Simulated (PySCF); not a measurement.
Level sweep

Species: diiminomethane, CH2N2.
InChI=1S/CH2N2/c2-1-3/h2-3H

PySCF, dipoles from the SCF density, polarisabilities from static response with core orbitals frozen. Geometry: PBE0-D3(BJ)/def2-SVP; no solvent, vibrations or thermal averaging.

Q: Compare the levels for these properties.

A: 

```tsv
level	error (%)	α (au)	anisotropy (au)
LDA/def2-SVPD	-100.0	29.26	27.33
PBE/def2-SVPD	-100.0	29.11	27.35
B3LYP/def2-SVPD	-100.0	28.72	27.03
PBE0/def2-SVPD	-100.0	28.37	26.61
BHandHLYP/def2-SVPD	-100.0	27.92	26.24
CAM-B3LYP/def2-SVPD	-100.0	28.55	26.94
wB97X-D/def2-SVPD	-100.0	28.68	26.53
LC-wPBE/def2-SVPD	-100.0	28.19	26.73
HF/def2-SVPD	-100.0	27.12	24.95
PBE0/6-31G*	-100.0	20.68	29.34
PBE0/def2-SVP	-100.0	20.77	27.96
PBE0/6-31+G*	-100.0	25.43	30.99
PBE0/aug-cc-pVDZ	-100.0	29.38	27.11
PBE0/def2-TZVP	-100.0	25.58	28.03
PBE0/def2-TZVPD	-100.0	29.46	26.53
PBE0/aug-cc-pVTZ	-100.0	29.84	26.56
```

Reference dipole: 1.900 D (measured, gas; NIST CCCBDB Release 22 (SRD 101), experimental dipoles). The anisotropy is √(½[(α1 − α2)² + (α2 − α3)² + (α3 − α1)²]). For the dipole, the smallest error is 100.0% (HF/def2-SVPD, PBE0/6-31G*, PBE0/def2-SVP, PBE0/aug-cc-pVTZ, LC-wPBE/def2-SVPD, B3LYP/def2-SVPD, LDA/def2-SVPD, PBE/def2-SVPD, BHandHLYP/def2-SVPD, PBE0/6-31+G*, wB97X-D/def2-SVPD, CAM-B3LYP/def2-SVPD, PBE0/def2-TZVP, PBE0/def2-SVPD, PBE0/def2-TZVPD and PBE0/aug-cc-pVDZ) and the largest 100.0% (HF/def2-SVPD, PBE0/6-31G*, PBE0/def2-SVP, PBE0/aug-cc-pVTZ, LC-wPBE/def2-SVPD, B3LYP/def2-SVPD, LDA/def2-SVPD, PBE/def2-SVPD, BHandHLYP/def2-SVPD, PBE0/6-31+G*, wB97X-D/def2-SVPD, CAM-B3LYP/def2-SVPD, PBE0/def2-TZVP, PBE0/def2-SVPD, PBE0/def2-TZVPD and PBE0/aug-cc-pVDZ). Even the closest misses by 100%. No reference polarisability is at hand; against PBE0 in the largest diffuse basis at hand (aug-cc-pVTZ) the other PBE0 rows deviate by 6-31G* -31%, def2-SVP -30%, 6-31+G* -15%, def2-SVPD -5%, aug-cc-pVDZ -2%, def2-TZVP -14%, def2-TZVPD -1%. The dipole stays under 0.05 D at every level. In one basis (def2-SVPD) the functionals order the polarisability from HF (lowest) to LDA (highest), a spread of 8%. With PBE0 the polarisability is 22.34 au without diffuse functions (mean of 6-31G*, def2-SVP and def2-TZVP) and 28.49 au with them (mean of 6-31+G*, def2-SVPD, aug-cc-pVDZ, def2-TZVPD and aug-cc-pVTZ). Measured values can belong to vibrating molecules; the computed ones are for one fixed geometry.
